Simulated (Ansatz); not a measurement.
`C=NC(=C)F` → 3 C• + F• + 4 H• + N•  (atomization)

Calculated with Ansatz (gas phase, PBE0-D4/def2-TZVP geometries, no zero-point term in ΔE). CCSD(T)/CBS is the MP2 limit (def2-TZVPP, def2-QZVPP) plus CCSD(T) − MP2 in def2-TZVPP, frozen cores. This one scheme is used for every species, atoms too. Functionals use def2-TZVPP. No spin–orbit coupling; open shells (•) take unrestricted orbitals. Spin–orbit coupling would lower the free atoms: a little for C, F. One conformer a species, not always the lowest.

CCSD(T)/CBS gives +3736.7 kJ/mol.

Task: Another level gave +3762.0 kJ/mol. Which?
A. revPBE-D4/def2-TZVPP
B. ωB97M-V/def2-TZVPP
C. PBE-QIDH/def2-TZVPP
D. PBE0-D4/def2-TZVPP

Result: B. ωB97M-V 3762.0, revPBE-D4 3795.4, PBE0-D4 3789.6, PBE-QIDH 3723.8 kJ/mol.

Task: What do rigid-rotor, harmonic-oscillator terms from PBE0-D4/def2-TZVP frequencies (298.15 K, 1 bar) make of the CCSD(T)/CBS value? (An estimate is asked.)

Result: The calculation gave: ΔZPE = -173.7 kJ/mol, ΔH = +3603.5 kJ/mol, ΔS = 951 J/(mol·K), ΔG = +3319.9 kJ/mol. Open shells count their whole term as degenerate.

Largest T1 diagnostic among the species: 0.013.

From BLYP to BHLYP (50 % exact exchange), in def2-TZVPP and without D4, ΔE moves by −186.0 kJ/mol: exact exchange takes away binding that semilocal exchange gives to molecules. Leaving LDA and LC-ωPBE aside and taking each functional with its dispersion term where it has one, the values, not all of them listed here, spread over 313.1 kJ/mol, from BHLYP-D4 to PBE-D4. LDA lies +510.3 kJ/mol from PBE without D4, its usual overbinding.

For atomizations the MP2-based limit and the directly extrapolated one differ by several kJ/mol either way, and by 10 to 25 for some Ge, Se and Sn compounds, so smaller differences from it don't rank the levels.
